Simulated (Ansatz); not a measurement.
Species: F₄Si, SMILES `F[Si](F)(F)F` (charge 0, multiplicity 1), formula F$_{4}$Si.

Question: How many basis functions does Ansatz (a quantum-chemistry and plane-wave program) with frozen-core CCSD(T)/cc-pVTZ // PBE0-D3(BJ)/def2-TZVP use, how many core orbitals are frozen, and how many electrons are correlated?

Answer: 154 basis functions and 9 frozen orbitals, which leaves 32 correlated electrons. Core time is of the order of seconds.
